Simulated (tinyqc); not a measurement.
Inside a calculation (part 1 of 3). Method: UHF in the sto-3g basis, for NH3, spin multiplicity 1. Computed by tinyqc, a small Python program that keeps every step (integrals from PySCF). Settings: charge = 0, multiplicity = 1, basis = sto-3g, energy threshold = 1e-08, iteration cap = 57, orthogonalisation = symmetric, start = core, DIIS depth = 4, DIIS from iteration = 3, shift = 0.2, method = UHF, break = 0.4. Command: `OMP_NUM_THREADS=1 python tinyqc.py 31393 31394 out.jsonl` (the two numbers bound the seeds that draw the settings). One thread of a shared host (Intel(R) Xeon(R) Processor @ 2.60GHz), about 0.1 s of CPU time with the checks. Later iterations appear only in the table of the cycle.

## One-electron integrals

Geometry (angstrom):
```
atom,x,y,z
N,0.000000,0.000000,0.214000
H,1.182000,0.000000,0.000000
H,-0.591000,1.024000,0.000000
H,-0.591000,-1.024000,0.000000
```

Basis sto-3g: exponents (1/bohr^2) and contraction coefficients of normalised primitives:
```
element,l (shell),exponent,coefficient
N,s (1),99.106169,0.154329
N,s (1),18.052312,0.535328
N,s (1),4.885660,0.444635
N,s (2),3.780456,-0.099967
N,s (2),0.878497,0.399513
N,s (2),0.285714,0.700115
N,p (3),3.780456,0.155916
N,p (3),0.878497,0.607684
N,p (3),0.285714,0.391957
H,s (1),3.425251,0.154329
H,s (1),0.623914,0.535328
H,s (1),0.168855,0.444635
```

Overlap, kinetic and nuclear-attraction integrals over the contracted functions; the nuclear repulsion is the sum of Za Zb / Rab.

nuclear repulsion = 10.02495774 hartree

overlap S, lower triangle:
```
,1N 1s,1N 2s,1N 2px,1N 2py,1N 2pz,2H 1s,3H 1s,4H 1s
1N 1s,1.000000
1N 2s,0.235038,1.000000
1N 2px,0.000000,0.000000,1.000000
1N 2py,0.000000,0.000000,0.000000,1.000000
1N 2pz,0.000000,0.000000,0.000000,0.000000,1.000000
2H 1s,0.037400,0.384293,0.363065,0.000000,-0.065733,1.000000
3H 1s,0.037374,0.384127,-0.181428,0.314352,-0.065695,0.110227,1.000000
4H 1s,0.037374,0.384127,-0.181428,-0.314352,-0.065695,0.110227,0.110128,1.000000
```

kinetic energy T (hartree), lower triangle:
```
,1N 1s,1N 2s,1N 2px,1N 2py,1N 2pz,2H 1s,3H 1s,4H 1s
1N 1s,21.990753
1N 2s,-0.128416,0.606994
1N 2px,0.000000,0.000000,1.899358
1N 2py,0.000000,0.000000,0.000000,1.899358
1N 2pz,0.000000,0.000000,0.000000,0.000000,1.899358
2H 1s,-0.010353,0.059883,0.165459,0.000000,-0.029956,0.760032
3H 1s,-0.010351,0.059802,-0.082632,0.143172,-0.029921,-0.010608,0.760032
4H 1s,-0.010351,0.059802,-0.082632,-0.143172,-0.029921,-0.010608,-0.010613,0.760032
```

nuclear attraction V (hartree), lower triangle:
```
,1N 1s,1N 2s,1N 2px,1N 2py,1N 2pz,2H 1s,3H 1s,4H 1s
1N 1s,-47.507344
1N 2s,-5.743521,-8.175576
1N 2px,-0.000008,-0.000094,-8.159861
1N 2py,0.000000,0.000000,0.000000,-8.159855
1N 2pz,0.006006,0.073323,0.000017,0.000000,-8.038869
2H 1s,-0.931992,-2.467444,-2.100376,0.000000,0.395811,-4.784323
3H 1s,-0.931323,-2.466140,1.049430,-1.818343,0.395537,-0.597215,-4.783536
4H 1s,-0.931323,-2.466140,1.049430,1.818343,0.395537,-0.597215,-0.596677,-4.783536
```

core Hamiltonian H = T + V (hartree), lower triangle:
```
,1N 1s,1N 2s,1N 2px,1N 2py,1N 2pz,2H 1s,3H 1s,4H 1s
1N 1s,-25.516590
1N 2s,-5.871937,-7.568582
1N 2px,-0.000008,-0.000094,-6.260503
1N 2py,0.000000,0.000000,0.000000,-6.260497
1N 2pz,0.006006,0.073323,0.000017,0.000000,-6.139510
2H 1s,-0.942344,-2.407561,-1.934918,0.000000,0.365855,-4.024292
3H 1s,-0.941675,-2.406339,0.966799,-1.675170,0.365616,-0.607823,-4.023504
4H 1s,-0.941675,-2.406339,0.966799,1.675170,0.365616,-0.607823,-0.607290,-4.023504
```

## Two-electron integrals

Functions are numbered as in S; the eight-fold symmetry (ij|kl) = (ji|kl) = (kl|ij) leaves the list below.

Two-electron integrals (ij|kl) in chemists' order, unique and non-zero (hartree):
```
i,j,k,l,(ij|kl)
1,1,1,1,4.166630
2,1,1,1,0.640849
2,1,2,1,0.117461
2,2,1,1,0.969864
2,2,2,1,0.220936
2,2,2,2,0.708245
3,1,3,1,0.020960
3,2,3,1,0.032452
3,2,3,2,0.156449
3,3,1,1,0.967124
3,3,2,1,0.220977
3,3,2,2,0.708086
3,3,3,3,0.762805
4,1,4,1,0.020960
4,2,4,1,0.032452
4,2,4,2,0.156449
4,3,4,3,0.041119
4,4,1,1,0.967124
4,4,2,1,0.220977
4,4,2,2,0.708086
4,4,3,3,0.680568
4,4,4,4,0.762805
5,1,5,1,0.020960
5,2,5,1,0.032452
5,2,5,2,0.156449
5,3,5,3,0.041119
5,4,5,4,0.041119
5,5,1,1,0.967124
5,5,2,1,0.220977
5,5,2,2,0.708086
5,5,3,3,0.680568
5,5,4,4,0.680568
5,5,5,5,0.762805
6,1,1,1,0.102946
6,1,2,1,0.018740
6,1,2,2,0.035121
6,1,3,1,0.000950
6,1,3,2,0.001799
6,1,3,3,0.035294
6,1,4,4,0.035033
6,1,5,1,-0.000172
6,1,5,2,-0.000326
6,1,5,3,-0.000047
6,1,5,5,0.035041
6,1,6,1,0.003038
6,2,1,1,0.272031
6,2,2,1,0.062829
6,2,2,2,0.225072
6,2,3,1,0.005170
6,2,3,2,0.040739
6,2,3,3,0.233969
6,2,4,4,0.220289
6,2,5,1,-0.000936
6,2,5,2,-0.007376
6,2,5,3,-0.002477
6,2,5,5,0.220737
6,2,6,1,0.010322
6,2,6,2,0.094161
6,3,1,1,0.219521
6,3,2,1,0.051307
6,3,2,2,0.195639
6,3,3,1,0.009800
6,3,3,2,0.069304
6,3,3,3,0.213546
6,3,4,4,0.186392
6,3,5,1,-0.000663
6,3,5,2,-0.005953
6,3,5,3,-0.003464
6,3,5,5,0.186757
6,3,6,1,0.008768
6,3,6,2,0.098267
6,3,6,3,0.112850
6,4,4,1,0.006141
6,4,4,2,0.036426
6,4,4,3,0.008021
6,4,5,4,-0.001452
6,4,6,4,0.011880
6,5,1,1,-0.039744
6,5,2,1,-0.009289
6,5,2,2,-0.035420
6,5,3,1,-0.000663
6,5,3,2,-0.005953
6,5,3,3,-0.035758
6,5,4,4,-0.033746
6,5,5,1,0.006261
6,5,5,2,0.037503
6,5,5,3,0.008385
6,5,5,5,-0.036717
6,5,6,1,-0.001587
6,5,6,2,-0.017791
6,5,6,3,-0.018281
6,5,6,5,0.015189
6,6,1,1,0.434115
6,6,2,1,0.101842
6,6,2,2,0.418515
6,6,3,1,0.010033
6,6,3,2,0.109821
6,6,3,3,0.454303
6,6,4,4,0.399441
6,6,5,1,-0.001816
6,6,5,2,-0.019883
6,6,5,3,-0.009933
6,6,5,5,0.401240
6,6,6,1,0.016872
6,6,6,2,0.228157
6,6,6,3,0.266337
6,6,6,5,-0.048220
6,6,6,6,0.774606
7,1,1,1,0.102872
7,1,2,1,0.018726
7,1,2,2,0.035096
7,1,3,1,-0.000474
7,1,3,2,-0.000899
7,1,3,3,0.035073
7,1,4,1,0.000822
7,1,4,2,0.001557
7,1,4,3,-0.000113
7,1,4,4,0.035204
7,1,5,1,-0.000172
7,1,5,2,-0.000325
7,1,5,3,0.000024
7,1,5,4,-0.000041
7,1,5,5,0.035016
7,1,6,1,0.002967
7,1,6,2,0.009841
7,1,6,3,0.007875
7,1,6,4,0.000288
7,1,6,5,-0.001516
7,1,6,6,0.015904
7,1,7,1,0.003034
7,2,1,1,0.271886
7,2,2,1,0.062796
7,2,2,2,0.224960
7,2,3,1,-0.002583
7,2,3,2,-0.020355
7,2,3,3,0.223595
7,2,4,1,0.004475
7,2,4,2,0.035268
7,2,4,3,-0.005920
7,2,4,4,0.230436
7,2,5,1,-0.000935
7,2,5,2,-0.007371
7,2,5,3,0.001237
7,2,5,4,-0.002144
7,2,5,5,0.220626
7,2,6,1,0.009842
7,2,6,2,0.068778
7,2,6,3,0.055875
7,2,6,4,0.007949
7,2,6,5,-0.012608
7,2,6,6,0.129603
7,2,7,1,0.010309
7,2,7,2,0.094074
7,3,1,1,-0.109684
7,3,2,1,-0.025636
7,3,2,2,-0.097754
7,3,3,1,0.007051
7,3,3,2,0.044617
7,3,3,3,-0.102537
7,3,4,1,-0.001584
7,3,4,2,-0.014229
7,3,4,3,0.009347
7,3,4,4,-0.097299
7,3,5,1,0.000331
7,3,5,2,0.002974
7,3,5,3,-0.001953
7,3,5,4,0.000870
7,3,5,5,-0.093316
7,3,6,1,-0.003688
7,3,6,2,-0.021050
7,3,6,3,-0.009620
7,3,6,4,-0.001813
7,3,6,5,0.003790
7,3,6,6,-0.032786
7,3,7,1,-0.004378
7,3,7,2,-0.049080
7,3,7,3,0.037078
7,4,1,1,0.190045
7,4,2,1,0.044418
7,4,2,2,0.169375
7,4,3,1,-0.001584
7,4,3,2,-0.014229
7,4,3,3,0.163774
7,4,4,1,0.008881
7,4,4,2,0.061059
7,4,4,3,-0.008172
7,4,4,4,0.182473
7,4,5,1,-0.000573
7,4,5,2,-0.005152
7,4,5,3,0.000870
7,4,5,4,-0.002959
7,4,5,5,0.161685
7,4,6,1,0.006967
7,4,6,2,0.052372
7,4,6,3,0.042363
7,4,6,4,0.013785
7,4,6,5,-0.009427
7,4,6,6,0.099905
7,4,7,1,0.007585
7,4,7,2,0.085039
7,4,7,3,-0.043682
7,4,7,4,0.087553
7,5,1,1,-0.039716
7,5,2,1,-0.009283
7,5,2,2,-0.035397
7,5,3,1,0.000331
7,5,3,2,0.002974
7,5,3,3,-0.034226
7,5,4,1,-0.000573
7,5,4,2,-0.005152
7,5,4,3,0.000870
7,5,4,4,-0.035232
7,5,5,1,0.006257
7,5,5,2,0.037482
7,5,5,3,-0.004189
7,5,5,4,0.007259
7,5,5,5,-0.036692
7,5,6,1,-0.001516
7,5,6,2,-0.012606
7,5,6,3,-0.010057
7,5,6,4,-0.001430
7,5,6,5,0.010447
7,5,6,6,-0.025382
7,5,7,1,-0.001585
7,5,7,2,-0.017772
7,5,7,3,0.009129
7,5,7,4,-0.015817
7,5,7,5,0.015173
7,6,1,1,0.063473
7,6,2,1,0.014750
7,6,2,2,0.056019
7,6,3,1,0.000494
7,6,3,2,0.004387
7,6,3,3,0.056352
7,6,4,1,0.000855
7,6,4,2,0.007600
7,6,4,3,0.000303
7,6,4,4,0.056701
7,6,5,1,-0.000357
7,6,5,2,-0.003177
7,6,5,3,-0.000403
7,6,5,4,-0.000697
7,6,5,5,0.054943
7,6,6,1,0.002380
7,6,6,2,0.021698
7,6,6,3,0.021113
7,6,6,4,0.002337
7,6,6,5,-0.004555
7,6,6,6,0.051004
7,6,7,1,0.002378
7,6,7,2,0.021689
7,6,7,3,-0.008528
7,6,7,4,0.019449
7,6,7,5,-0.004553
7,6,7,6,0.006218
7,7,1,1,0.434013
7,7,2,1,0.101818
7,7,2,2,0.418431
7,7,3,1,-0.005013
7,7,3,2,-0.054881
7,7,3,3,0.413068
7,7,4,1,0.008686
7,7,4,2,0.095090
7,7,4,3,-0.023744
7,7,4,4,0.440505
7,7,5,1,-0.001815
7,7,5,2,-0.019872
7,7,5,3,0.004962
7,7,5,4,-0.008598
7,7,5,5,0.401161
7,7,6,1,0.015912
7,7,6,2,0.129643
7,7,6,3,0.102938
7,7,6,4,0.021550
7,7,6,5,-0.025392
7,7,6,6,0.257724
7,7,7,1,0.016856
7,7,7,2,0.228035
7,7,7,3,-0.133074
7,7,7,4,0.230572
7,7,7,5,-0.048186
7,7,7,6,0.051004
7,7,7,7,0.774606
8,1,1,1,0.102872
8,1,2,1,0.018726
8,1,2,2,0.035096
8,1,3,1,-0.000474
8,1,3,2,-0.000899
8,1,3,3,0.035073
8,1,4,1,-0.000822
8,1,4,2,-0.001557
8,1,4,3,0.000113
8,1,4,4,0.035204
8,1,5,1,-0.000172
8,1,5,2,-0.000325
8,1,5,3,0.000024
8,1,5,4,0.000041
8,1,5,5,0.035016
8,1,6,1,0.002967
8,1,6,2,0.009841
8,1,6,3,0.007875
8,1,6,4,-0.000288
8,1,6,5,-0.001516
8,1,6,6,0.015904
8,1,7,1,0.002965
8,1,7,2,0.009835
8,1,7,3,-0.004184
8,1,7,4,0.006674
8,1,7,5,-0.001515
8,1,7,6,0.002291
8,1,7,7,0.015900
8,1,8,1,0.003034
8,2,1,1,0.271886
8,2,2,1,0.062796
8,2,2,2,0.224960
8,2,3,1,-0.002583
8,2,3,2,-0.020355
8,2,3,3,0.223595
8,2,4,1,-0.004475
8,2,4,2,-0.035268
8,2,4,3,0.005920
8,2,4,4,0.230436
8,2,5,1,-0.000935
8,2,5,2,-0.007371
8,2,5,3,0.001237
8,2,5,4,0.002144
8,2,5,5,0.220626
8,2,6,1,0.009842
8,2,6,2,0.068778
8,2,6,3,0.055875
8,2,6,4,-0.007949
8,2,6,5,-0.012608
8,2,6,6,0.129603
8,2,7,1,0.009835
8,2,7,2,0.068740
8,2,7,3,-0.034794
8,2,7,4,0.044400
8,2,7,5,-0.012599
8,2,7,6,0.016615
8,2,7,7,0.129569
8,2,8,1,0.010309
8,2,8,2,0.094074
8,3,1,1,-0.109684
8,3,2,1,-0.025636
8,3,2,2,-0.097754
8,3,3,1,0.007051
8,3,3,2,0.044617
8,3,3,3,-0.102537
8,3,4,1,0.001584
8,3,4,2,0.014229
8,3,4,3,-0.009347
8,3,4,4,-0.097299
8,3,5,1,0.000331
8,3,5,2,0.002974
8,3,5,3,-0.001953
8,3,5,4,-0.000870
8,3,5,5,-0.093316
8,3,6,1,-0.003688
8,3,6,2,-0.021050
8,3,6,3,-0.009620
8,3,6,4,0.001813
8,3,6,5,0.003790
8,3,6,6,-0.032786
8,3,7,1,-0.004184
8,3,7,2,-0.034794
8,3,7,3,0.025466
8,3,7,4,-0.022072
8,3,7,5,0.006262
8,3,7,6,-0.006452
8,3,7,7,-0.070075
8,3,8,1,-0.004378
8,3,8,2,-0.049080
8,3,8,3,0.037078
8,4,1,1,-0.190045
8,4,2,1,-0.044418
8,4,2,2,-0.169375
8,4,3,1,0.001584
8,4,3,2,0.014229
8,4,3,3,-0.163774
8,4,4,1,0.008881
8,4,4,2,0.061059
8,4,4,3,-0.008172
8,4,4,4,-0.182473
8,4,5,1,0.000573
8,4,5,2,0.005152
8,4,5,3,-0.000870
8,4,5,4,-0.002959
8,4,5,5,-0.161685
8,4,6,1,-0.006967
8,4,6,2,-0.052372
8,4,6,3,-0.042363
8,4,6,4,0.013785
8,4,6,5,0.009427
8,4,6,6,-0.099905
8,4,7,1,-0.006674
8,4,7,2,-0.044400
8,4,7,3,0.022072
8,4,7,4,-0.021329
8,4,7,5,0.007992
8,4,7,6,-0.011179
8,4,7,7,-0.078347
8,4,8,1,-0.007585
8,4,8,2,-0.085039
8,4,8,3,0.043682
8,4,8,4,0.087553
8,5,1,1,-0.039716
8,5,2,1,-0.009283
8,5,2,2,-0.035397
8,5,3,1,0.000331
8,5,3,2,0.002974
8,5,3,3,-0.034226
8,5,4,1,0.000573
8,5,4,2,0.005152
8,5,4,3,-0.000870
8,5,4,4,-0.035232
8,5,5,1,0.006257
8,5,5,2,0.037482
8,5,5,3,-0.004189
8,5,5,4,-0.007259
8,5,5,5,-0.036692
8,5,6,1,-0.001516
8,5,6,2,-0.012606
8,5,6,3,-0.010057
8,5,6,4,0.001430
8,5,6,5,0.010447
8,5,6,6,-0.025382
8,5,7,1,-0.001515
8,5,7,2,-0.012599
8,5,7,3,0.006262
8,5,7,4,-0.007992
8,5,7,5,0.010440
8,5,7,6,-0.003373
8,5,7,7,-0.025374
8,5,8,1,-0.001585
8,5,8,2,-0.017772
8,5,8,3,0.009129
8,5,8,4,0.015817
8,5,8,5,0.015173
8,6,1,1,0.063473
8,6,2,1,0.014750
8,6,2,2,0.056019
8,6,3,1,0.000494
8,6,3,2,0.004387
8,6,3,3,0.056352
8,6,4,1,-0.000855
8,6,4,2,-0.007600
8,6,4,3,-0.000303
8,6,4,4,0.056701
8,6,5,1,-0.000357
8,6,5,2,-0.003177
8,6,5,3,-0.000403
8,6,5,4,0.000697
8,6,5,5,0.054943
8,6,6,1,0.002380
8,6,6,2,0.021698
8,6,6,3,0.021113
8,6,6,4,-0.002337
8,6,6,5,-0.004555
8,6,6,6,0.051004
8,6,7,1,0.002291
8,6,7,2,0.016615
8,6,7,3,-0.006452
8,6,7,4,0.011179
8,6,7,5,-0.003373
8,6,7,6,0.004889
8,6,7,7,0.031604
8,6,8,1,0.002378
8,6,8,2,0.021689
8,6,8,3,-0.008528
8,6,8,4,-0.019449
8,6,8,5,-0.004553
8,6,8,6,0.006218
8,7,1,1,0.063418
8,7,2,1,0.014737
8,7,2,2,0.055969
8,7,3,1,-0.000986
8,7,3,2,-0.008765
8,7,3,3,0.056825
8,7,4,4,0.056128
8,7,5,1,-0.000357
8,7,5,2,-0.003174
8,7,5,3,0.000804
8,7,5,5,0.054895
8,7,6,1,0.002290
8,7,6,2,0.016610
8,7,6,3,0.012902
8,7,6,5,-0.003372
8,7,6,6,0.031583
8,7,7,1,0.002376
8,7,7,2,0.021669
8,7,7,3,-0.012561
8,7,7,4,0.017096
8,7,7,5,-0.004548
8,7,7,6,0.004885
8,7,7,7,0.050951
8,7,8,1,0.002376
8,7,8,2,0.021669
8,7,8,3,-0.012561
8,7,8,4,-0.017096
8,7,8,5,-0.004548
8,7,8,6,0.004885
8,7,8,7,0.006206
8,8,1,1,0.434013
8,8,2,1,0.101818
8,8,2,2,0.418431
8,8,3,1,-0.005013
8,8,3,2,-0.054881
8,8,3,3,0.413068
8,8,4,1,-0.008686
8,8,4,2,-0.095090
8,8,4,3,0.023744
8,8,4,4,0.440505
8,8,5,1,-0.001815
8,8,5,2,-0.019872
8,8,5,3,0.004962
8,8,5,4,0.008598
8,8,5,5,0.401161
8,8,6,1,0.015912
8,8,6,2,0.129643
8,8,6,3,0.102938
8,8,6,4,-0.021550
8,8,6,5,-0.025392
8,8,6,6,0.257724
8,8,7,1,0.015900
8,8,7,2,0.129569
8,8,7,3,-0.070075
8,8,7,4,0.078347
8,8,7,5,-0.025374
8,8,7,6,0.031604
8,8,7,7,0.257658
8,8,8,1,0.016856
8,8,8,2,0.228035
8,8,8,3,-0.133074
8,8,8,4,-0.230572
8,8,8,5,-0.048186
8,8,8,6,0.051004
8,8,8,7,0.050951
8,8,8,8,0.774606
```

## Orthogonalisation

S = U s U^T; symmetric (Loewdin) form X = U s^(-1/2) U^T, so that X^T S X = 1.

eigenvalues of S: 0.394638  0.496889  0.496977  0.953393  1.030111  1.392852  1.392894  1.842247

X, lower triangle:
```
,1N 1s,1N 2s,1N 2px,1N 2py,1N 2pz,2H 1s,3H 1s,4H 1s
1N 1s,1.024263
1N 2s,-0.143629,1.228876
1N 2px,-0.000007,0.000080,1.097824
1N 2py,0.000000,0.000000,0.000000,1.097801
1N 2pz,0.003640,-0.034641,-0.000015,0.000000,1.005790
2H 1s,0.019740,-0.226102,-0.231518,0.000000,0.037932,1.138505
3H 1s,0.019733,-0.225955,0.115680,-0.200418,0.037901,-0.029663,1.138372
4H 1s,0.019733,-0.225955,0.115680,0.200418,0.037901,-0.029663,-0.029643,1.138372
```

## Starting guess

The start is the orbitals of the core Hamiltonian, with HOMO and LUMO mixed by +/-0.4 rad for the two spins; D(s) = C_occ C_occ^T for each spin.

D(alpha) at the start, lower triangle:
```
,1N 1s,1N 2s,1N 2px,1N 2py,1N 2pz,2H 1s,3H 1s,4H 1s
1N 1s,1.065775
1N 2s,-0.293972,1.323675
1N 2px,0.000045,0.000448,1.168402
1N 2py,0.000000,0.000000,0.000000,1.168351
1N 2pz,0.036668,-0.288423,-0.004630,0.000000,0.922503
2H 1s,0.031107,-0.167831,-0.195546,0.000000,0.283231,0.124332
3H 1s,0.031353,-0.166353,0.095799,-0.168133,0.263915,0.070289,0.113461
4H 1s,0.031353,-0.166353,0.095799,0.168133,0.263915,0.070289,0.065070,0.113461
```

D(beta) at the start, lower triangle:
```
,1N 1s,1N 2s,1N 2px,1N 2py,1N 2pz,2H 1s,3H 1s,4H 1s
1N 1s,1.069260
1N 2s,-0.318041,1.466519
1N 2px,-0.000315,0.002003,1.168402
1N 2py,0.000000,0.000000,0.000000,1.168351
1N 2pz,-0.004150,0.111422,0.004258,0.000000,0.805328
2H 1s,0.050350,-0.249151,-0.195485,0.000000,-0.202332,0.116820
3H 1s,0.049092,-0.241185,0.095860,-0.168133,-0.184387,0.063067,0.106529
4H 1s,0.049092,-0.241185,0.095860,0.168133,-0.184387,0.063067,0.058138,0.106529
```

## Iteration 1: building the Fock matrix

J_ij = sum D_kl (ij|kl) with D = D(alpha) + D(beta), K_ij = sum D_kl (ik|jl) for each spin; F = H + J - K(s); E = tr D H + tr D J / 2 - 0.5 sum_s tr D(s) K(s) + E_nn.

Coulomb J (hartree), lower triangle:
```
,1N 1s,1N 2s,1N 2px,1N 2py,1N 2pz,2H 1s,3H 1s,4H 1s
1N 1s,16.202947
1N 2s,3.066655,7.627642
1N 2px,0.000152,0.001605,7.628977
1N 2py,0.000000,0.000000,0.000000,7.628186
1N 2pz,-0.004872,-0.019423,-0.000146,0.000000,7.605340
2H 1s,0.489750,2.349129,2.007518,0.000000,-0.366826,4.223477
3H 1s,0.489386,2.346403,-1.001538,1.735956,-0.366219,0.575608,4.214036
4H 1s,0.489386,2.346403,-1.001538,-1.735956,-0.366219,0.575608,0.574798,4.214036
```

exchange K(alpha) (hartree), lower triangle:
```
,1N 1s,1N 2s,1N 2px,1N 2py,1N 2pz,2H 1s,3H 1s,4H 1s
1N 1s,4.289159
1N 2s,0.742422,1.231157
1N 2px,-0.000026,0.000154,1.026061
1N 2py,0.000000,0.000000,0.000000,1.025696
1N 2pz,-0.003080,-0.016749,0.000367,0.000000,0.914094
2H 1s,0.125187,0.340197,0.214286,0.000000,0.033297,0.185213
3H 1s,0.125130,0.338584,-0.106395,0.184512,0.028367,0.080258,0.179397
4H 1s,0.125130,0.338584,-0.106395,-0.184512,0.028367,0.080258,0.079345,0.179397
```

exchange K(beta) (hartree), lower triangle:
```
,1N 1s,1N 2s,1N 2px,1N 2py,1N 2pz,2H 1s,3H 1s,4H 1s
1N 1s,4.290046
1N 2s,0.740632,1.222127
1N 2px,0.000027,0.000238,1.023783
1N 2py,0.000000,0.000000,0.000000,1.023712
1N 2pz,0.000995,-0.027985,-0.000465,0.000000,0.929618
2H 1s,0.125172,0.319881,0.210621,0.000000,-0.114769,0.187076
3H 1s,0.125084,0.319597,-0.104614,0.181525,-0.109357,0.080874,0.181087
4H 1s,0.125084,0.319597,-0.104614,-0.181525,-0.109357,0.080874,0.079925,0.181087
```

F(alpha) (hartree), lower triangle:
```
,1N 1s,1N 2s,1N 2px,1N 2py,1N 2pz,2H 1s,3H 1s,4H 1s
1N 1s,-13.602803
1N 2s,-3.547703,-1.172097
1N 2px,0.000170,0.001357,0.342413
1N 2py,0.000000,0.000000,0.000000,0.341993
1N 2pz,0.004214,0.070649,-0.000496,0.000000,0.551735
2H 1s,-0.577781,-0.398629,-0.141685,0.000000,-0.034269,0.013972
3H 1s,-0.577419,-0.398519,0.071656,-0.123726,-0.028970,-0.112473,0.011135
4H 1s,-0.577419,-0.398519,0.071656,0.123726,-0.028970,-0.112473,-0.111837,0.011135
```

F(beta) (hartree), lower triangle:
```
,1N 1s,1N 2s,1N 2px,1N 2py,1N 2pz,2H 1s,3H 1s,4H 1s
1N 1s,-13.603690
1N 2s,-3.545913,-1.163066
1N 2px,0.000117,0.001273,0.344691
1N 2py,0.000000,0.000000,0.000000,0.343977
1N 2pz,0.000139,0.081885,0.000336,0.000000,0.536211
2H 1s,-0.577767,-0.378313,-0.138021,0.000000,0.113797,0.012109
3H 1s,-0.577372,-0.379532,0.069875,-0.120739,0.108754,-0.113089,0.009445
4H 1s,-0.577372,-0.379532,0.069875,0.120739,0.108754,-0.113089,-0.112417,0.009445
```

total energy of this density = -52.99988507 hartree
